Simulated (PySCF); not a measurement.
Isomers of C4H10P2, mass 120.026 u with the commonest isotopes. Computed with B3LYP/def2-SVPD in PySCF (dipole) on a GFN2-xTB geometry, gas phase. One conformer each, none proved a minimum here; rigid rotors.

Question: Order these by rotational constant C, smallest first.
A. `[CH3:1]/[CH:2]=[P:3]/[CH2:4][CH2:5][PH2:6]` with C2–P3–C4–C5 96°, P3–C4–C5–P6 32°, C4–C5–P6–H 159° and 66°
B. `[CH3:1][C@@H:2]1[C@H:3]([CH3:4])[P:5]1[PH2:6]` with C3–P5–P6–H -107° and 161°
C. `[CH3:1]/[CH:2]=[P:3]\[P:4]([CH3:5])[CH3:6]` with C2–P3–P4–C5 168°

Answer: A (1118 MHz), B (1255 MHz), C (1307 MHz).

Question: Order these by rotational constant A, largest first.
A. `[CH3:1]/[CH:2]=[P:3]/[CH2:4][CH2:5][PH2:6]` with C2–P3–C4–C5 96°, P3–C4–C5–P6 32°, C4–C5–P6–H 159° and 66°
B. `[CH3:1][C@@H:2]1[C@H:3]([CH3:4])[P:5]1[PH2:6]` with C3–P5–P6–H -107° and 161°
C. `[CH3:1]/[CH:2]=[P:3]\[P:4]([CH3:5])[CH3:6]` with C2–P3–P4–C5 168°

Answer: A (4202 MHz), B (3858 MHz), C (3564 MHz).

Question: Order these by out-of-plane moment Σ m c² = (Ia + Ib − Ic)/2, smallest first.
A. `[CH3:1]/[CH:2]=[P:3]/[CH2:4][CH2:5][PH2:6]` with C2–P3–C4–C5 96°, P3–C4–C5–P6 32°, C4–C5–P6–H 159° and 66°
B. `[CH3:1]/[CH:2]=[P:3]\[P:4]([CH3:5])[CH3:6]` with C2–P3–P4–C5 168°
C. `[CH3:1][C@@H:2]1[C@H:3]([CH3:4])[P:5]1[PH2:6]` with C3–P5–P6–H -107° and 161°

Answer: C (36.49 u·Å²), A (37.26 u·Å²), B (41.95 u·Å²).

| SMILES | point group | Ia (u·Å²) | Ib (u·Å²) | Ic (u·Å²) | κ | μa (D) | μb (D) | μc (D) |
| --- | --- | --- | --- | --- | --- | --- | --- | --- |
| C/C=P/CCP | C1 | 120.28 | 406.37 | 452.13 | -0.92 | 0.13 | 1.26 | 1.13 |
| C/C=P\P(C)C | C1 | 141.80 | 328.72 | 386.63 | -0.80 | 0.12 | 0.97 | 0.34 |
| C[C@@H]1[C@H](C)P1P | near Cs | 130.99 | 344.67 | 402.68 | -0.84 | 0.83 | 0.03 | 0.50 |
